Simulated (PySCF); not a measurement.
**Orbital picture of HF**

PBE0 at R = 0.918 Å; PySCF, no relativity, basis sets H cc-pVTZ, F cc-pVTZ. State: ¹Σ⁺ (singlet), closed shell. Only the outer orbitals are listed, counted within each symmetry.

```csv
orbital,occ.,ε (eV),on H (%),main shells (%)
2σ,2,-33.29,11,"87 F s, 9 H s"
3σ,2,-15.18,19,"73 F p, 19 H s"
1π,2,-11.45,2,98 F p
1π,2,-11.45,2,98 F p
4σ,0,1.14,106,107 H s
5σ,0,10.76,91,"78 H s, 13 H p, 8 F p"
```

Task: Which are the highest filled and the lowest empty level, where do they sit, and how wide is the gap?

Result: Highest filled 1π at -11.45 eV (in %: 98 F p); lowest empty 4σ at 1.14 eV (in %: 107 H s); the gap at PBE0 is 12.59 eV. An empty level above zero is unbound, and its energy depends on the basis.

```json
{
  "bond order (Mayer)": "1.01",
  "⟨S²⟩": "0.000",
  "charge on H (Mulliken, basis-dependent)": "0.32",
  "charge on H (Löwdin, basis-dependent)": "-0.07",
  "dipole moment (positive dipole means H(−)F(+))": "-1.83 D",
  "polarisability along the bond": "5.3 bohr³",
  "polarisability across the bond": "2.8 bohr³"
}
```

Shares are Mulliken populations and can fall outside 0 to 100 %.
